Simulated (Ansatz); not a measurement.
# CHSi2+ (triplet): the correlation ladder, cc-pVDZ

The task here is to estimate one member of a computed series from the others.

Program: Ansatz 0.2.0, Gaussian basis. Level of theory: cc-pVDZ, core rule «outside noble gas», up to 11 orbitals frozen. These are calculated values, not measurements.

To be run: UHF; CCSD(T) on ROHF; CCSD(T) on UHF; BCCD(T) on ROHF; CISD; CCSDT(Q) on ROHF; CCSDT(Q) on UHF; CASSCF and MRCISD+Q, 10 electrons in 10 orbitals; CASSCF and NEVPT2, 10 electrons in 10 orbitals.

21 further runs of the same task are left out: 7 that didn't finish, 14 set aside as unsound or not needed.

### The system

The geometry is a PBE0/def2-TZVP stationary point (not a proven minimum) of the parent state, kept for this charge and spin.

4 atoms, charge 1, spin multiplicity 3.

Atoms are counted from 1 here; the program's logs count them from 0.

Bond lengths: C1–Si2 1.773 Å, C1–Si3 1.773 Å, C1–H4 1.085 Å, Si2–Si3 2.427 Å. Angles: Si2–C1–Si3 86.4°, Si2–C1–H4 136.8°, Si3–C1–H4 136.8°, C1–Si2–Si3 46.8°, C1–Si3–Si2 46.8°.

Set-up of the first run:

File in.yaml:

```yaml
crystal:
  periodic: [false, false, false]
  atoms:
    - {symbol: C, position_ang: [0.000000, -1.033304, 0.000000]}
    - {symbol: Si, position_ang: [0.000000, 0.258963, 1.213707]}
    - {symbol: Si, position_ang: [0.000000, 0.258963, -1.213707]}
    - {symbol: H, position_ang: [0.000000, -2.118684, 0.000000]}
basis:
  gaussian: {orbitals: cc-pVDZ}
total_charge: 1
magnetization: {spin_polarized: true, initial_magnetization: 2}
hamiltonian: {xc: hf}
output: {orbitals: {seedname: orbitals}}
```

Launch:

```sh
> ansatz run in.yaml --threads 1 --pin off --events-out ev --progress --plain --max-ram 2393MiB
```

Steps of the session up to this table: UHF; CCSD(T) on ROHF; CCSD(T) on UHF; BCCD(T) on ROHF; CISD; CCSDT(Q) on ROHF; CCSDT(Q) on UHF; CASSCF and MRCISD+Q, 10 electrons in 10 orbitals; CASSCF and NEVPT2, 10 electrons in 10 orbitals.

One of the session's tables, all rows but one given; the rest of the session is left out.

It belongs to the step «Misses and costs». 

```
           method  from RCCSDT(Q) (kcal/mol)
             ROHF                    +204.79
              UHF                    +198.80
             RMP2                     +29.55
             UMP2                     +32.05
             CISD                     +33.88
            RCCSD                     +13.60
            UCCSD                     +13.36
         RCCSD(T)                      +2.08
         UCCSD(T)                      +2.14
          BCCD(T)                      +1.99
           RCCSDT                      +1.23
           UCCSDT                      +1.18
        RCCSDT(Q)                          0
        UCCSDT(Q)                      -0.06
  CASSCF frontier                          ?
  NEVPT2 frontier                     +29.24
  MRCISD frontier                     +15.20
MRCISD+Q frontier                      +2.29
```

**Question.** Estimate the row for CASSCF frontier.

**Answer.** from RCCSDT(Q) (kcal/mol): +137.26. In the column «from RCCSDT(Q) (kcal/mol)» it lies between CISD (+33.88) and UHF (+198.80).

To keep in mind: Warnings: spin contamination; coupled cluster took another determinant than the lowest. Restricted and unrestricted rows rest on different reference determinants; where their highest levels disagree by more than a few hundredths of an eV, they describe different states and don't form one ladder.
